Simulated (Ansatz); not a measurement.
**SiO₂+ (quartet): from Hartree-Fock to the top rungs, def2-TZVPP**

An exercise on one series of results from a longer session: the logs are not shown, and one member is left open.

Method: def2-TZVPP, core rule «outside noble gas», up to 7 orbitals frozen; program: Ansatz 0.2.0, Gaussian basis.

Plan: UHF; ROHF; CCSD(T) on UHF.

2 further runs of the same task are left out: 2 set aside as unsound or not needed.

## The geometry

The geometry is a PBE0/def2-TZVP stationary point (not a proven minimum) of the parent state, kept for this charge and spin.

3 atoms, charge 1, spin multiplicity 4.

Atoms are counted from 1 here; the program's logs count them from 0.

Bond lengths: O1–O2 1.343 Å, O2–Si3 1.710 Å. Angles: O1–O2–Si3 113.5°.

Set-up of the first run:

Contents of in.yaml:

```yaml
crystal:
  periodic: [false, false, false]
  atoms:
    - {symbol: O, position_ang: [0.000000, -0.345870, 1.455845]}
    - {symbol: O, position_ang: [0.000000, 0.564635, 0.468388]}
    - {symbol: Si, position_ang: [0.000000, -0.124623, -1.096174]}
basis:
  gaussian: {orbitals: def2-TZVPP}
total_charge: 1
magnetization: {spin_polarized: true, initial_magnetization: 3}
hamiltonian: {xc: hf}
output: {orbitals: {seedname: orbitals}}
```

Run with:

```
> ansatz run in.yaml --threads 1 --pin off --events-out ev --progress --plain --max-ram 4096MiB --backend cpu
```

Steps of the session up to this table: UHF; ROHF; CCSD(T) on UHF.

One table of the session follows, with a row left open; its other results are not shown here.

| method | from UCCSD(T) (meV) |
| --- | --- |
| ROHF | +15080.6 |
| UHF | +14461.7 |
| UMP2 | ? |
| UCCSD | +694.9 |
| UCCSD(T) | 0 |

**Question.** Estimate the row for UMP2.

The run gave: from UCCSD(T) (meV): +1827.4. In the column «from UCCSD(T) (meV)» it lies between UCCSD (+694.9) and UHF (+14461.7).
